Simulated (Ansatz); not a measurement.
2H MoTe2, treated with B3LYP (VWN-RPA form) (plane waves, PAW; Ansatz, an electronic-structure program).

Excerpt of the program's output:

```
WARN the atoms were moved onto the symmetric positions of the space group found under crystal.symmetry.tolerance 1.0e-5 (fractional …
WARN output.stress: scf.exx.energy_threshold = 1e-6 eV is looser than the 6e-8 eV advised for a stress under a hybrid functional (1e-8 eV for each atom of the …
Crystal: 6 atoms, lattice volume = 149.776 Å³
Basis set: ecut = 460 eV, 3373 PW (Γ), exchange–correlation on 50×50×200 points (8 copies of the dense FFT grid, shifted against one another)
Bands: 56, of which v1, the nominal top of the filled ones, is band 46 counted from 1 (45 counted from 0)
Symmetry: 24 space group operations
Space group: P63/mmc (ITA 194), of the structure as read, at distance tolerance 5.3e-5 Å
k-points: 24 of 162
Functional: x = 0.1 slater + 0.9 b88, c = 0.19 vwn_rpa + 0.81 lyp, warm-up for x = 0.08 slater + 0.72 b88 + 0.2 exact, c = 0.19 vwn_rpa + 0.81 lyp
SCF iter   1: F=—  HF=-37898.829205 eV  |F-HF|=—  |Δ(HF+E_count)|=         —  Δρ=7.89e-3  dr2=9.11e-2
SCF iter   2: F=—  HF=-37898.816151 eV  |F-HF|=—  |Δ(HF+E_count)|=   1.31e-2  Δρ=3.70e-3  dr2=2.84e-2
  ...
Crystal: 6 atoms, lattice volume = 149.776 Å³
Initial density: handed on by an earlier stage of this run
Functional: x = 0.08 slater + 0.72 b88 + 0.2 exact, c = 0.19 vwn_rpa + 0.81 lyp
Crystal: 6 atoms, lattice volume = 149.776 Å³
SCF iter   6: F=—  HF=-37915.176269 eV  |F-HF|=—  |Δ(HF+E_count)|=   1.15e-9  Δρ=1.63e-7  dr2=8.74e-10
SCF iter   7: F=-37915.176269 eV  HF=-37915.176269 eV  |F-HF|=2.62e-10  |Δ(HF+E_count)|=   3.49e-9  Δρ=4.93e-7  dr2=4.16e-10
SCF 3 converged in 7 iterations: F = -37915.176269 eV  dr2 = 4.16e-10
Free energy (F): -37915.176269 eV
Internal energy: -37915.176269 eV  (E = F + TS)
E sigma→0 (E₀):  -37915.176269 eV
Fermi energy:    13.010710 eV
--- Forces (eV/Å), atoms counted from 1 ---
  atom   1  Te    -0.00000000     0.00000000     0.03375861
  atom   2  Te    -0.00000000     0.00000000     0.03375861
  atom   3  Te    -0.00000000    -0.00000000    -0.03375861
  atom   4  Te     0.00000000     0.00000000    -0.03375861
  atom   5  Mo     0.00000000     0.00000000     0.00000000
  atom   6  Mo    -0.00000000    -0.00000000     0.00000000
--- Stress (GPa, compression-positive) ---
        5.668783       0.000000       0.000000
       -0.000000       5.668783       0.000000
        0.000000       0.000000       4.418853
  P = ⅓ Tr σ = 5.2521 GPa (52.521 kbar)
```

Question: Write an input file that could have produced this run (the log leaves some choices open).

Answer: Several could match; the one computed here: 
Ansatz 0.2 input:
```yaml
crystal:
  lattice:
    - [-1.759, -3.046677, 0.0]
    - [-1.759, 3.046677, 0.0]
    - [0.0, 0.0, -13.974]
  atoms:
    - { symbol: Te, position: [0.333333, 0.666667, 0.879] }
    - { symbol: Te, position: [0.666667, 0.333333, 0.379] }
    - { symbol: Te, position: [0.666667, 0.333333, 0.121] }
    - { symbol: Te, position: [0.333333, 0.666667, 0.621] }
    - { symbol: Mo, position: [0.333333, 0.666667, 0.25] }
    - { symbol: Mo, position: [0.666667, 0.333333, 0.75] }
basis:
  ecutwfc: 460
  ecutrho_ratio: 4
  xc_grid: 2
kpoints:
  mp_grid: { grid: [9, 9, 2] }
  band_path: { path: [[0, 0, 0], [0.195312, 0.197917, 0.0]], npoints: 1 }
hamiltonian:
  xc: b3lyp
  dispersion: none
  pseudopotentials: { kind: paw }
scf:
  occupations: { method: fermi_dirac, width: 0.01 }
  convergence: { dr2_threshold: 0.0000000006 }
output:
  forces: true
  stress: true
  eigenvalues: true
  write_bands: true
```

The PAW data were made under PBE.

Note: cell and atoms aren't relaxed at this level (largest force component 0.03 eV/Å, pressure 5.3 GPa).

Computing time: around 16 core-minutes (rough).
